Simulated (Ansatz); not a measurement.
**BClH₃Si+ (SMILES B[SiH+]Cl): single points off equilibrium**

An exercise on one series of results from a longer session: the logs are not shown, and one member is left open.

The runs use Ansatz 0.2.0, Gaussian basis; single points in def2-TZVPP.

Correlated methods freeze the cores.

## The starting structure

SMILES `B[SiH+]Cl`, 6 atoms, charge 1, spin multiplicity 1.

Atoms are counted from 1 here; the program's logs count them from 0.

Bond lengths: B1–Si2 1.988 Å, B1–H4 1.124 Å, B1–H5 1.162 Å, Si2–Cl3 1.954 Å, Si2–H6 1.476 Å. Angles: Si2–B1–H4 120.7°, Si2–B1–H5 119.2°, H4–B1–H5 120.0°, B1–Si2–Cl3 122.4°, B1–Si2–H6 123.1°, Cl3–Si2–H6 114.5°.

Coordinates:

```xyz
6
BClH3Si
B    -0.0475   -0.0343   -1.1067
Si   -0.0723   -0.0278    0.8809
Cl    1.3025    0.8664    1.9431
H    -0.8618   -0.5448   -1.6888
H     0.8409    0.4655   -1.6649
H    -1.1207   -0.6966    1.6759
```

Set-up of the first run:

Input file run/in.yaml:

```yaml
crystal:
  periodic: [false, false, false]
  atoms:
    - {symbol: B, position_ang: [-0.047500, -0.034300, -1.106700]}
    - {symbol: Si, position_ang: [-0.072300, -0.027800, 0.880900]}
    - {symbol: Cl, position_ang: [1.302500, 0.866400, 1.943100]}
    - {symbol: H, position_ang: [-0.861800, -0.544800, -1.688800]}
    - {symbol: H, position_ang: [0.840900, 0.465500, -1.664900]}
    - {symbol: H, position_ang: [-1.120700, -0.696600, 1.675900]}
basis:
  gaussian: {orbitals: def2-TZVPP}
total_charge: 1
correlation: {method: ccsd_t}
output: {forces: true}
```

No record of the launch command was kept for these runs.

Among the steps run: CCSD(T)/def2-TZVPP; PBE0-D4/def2-TZVPP; wB97M-V/def2-TZVPP; r2SCAN-D4/def2-TZVPP; PBE-D4/def2-TZVPP; HSE06-D4/def2-TZVPP; SPW92/def2-TZVPP.

One of the session's tables, all rows but one given; the rest of the session is left out.

```
   method  RMS force component (eV/Å)  angle to CCSD(T) forces (°)
  CCSD(T)                       0.582                    reference
  PBE0-D4                       0.579                          8.1
  wB97M-V                           ?                            ?
r2SCAN-D4                       0.571                          6.6
   PBE-D4                       0.627                         16.3
 HSE06-D4                       0.579                          7.9
    SPW92                       0.642                         24.6
```

**Question.** Estimate the row for wB97M-V.

As computed: RMS force component (eV/Å): 0.543; angle to CCSD(T) forces (°): 5.4. In the column «RMS force component (eV/Å)» it is the lowest.
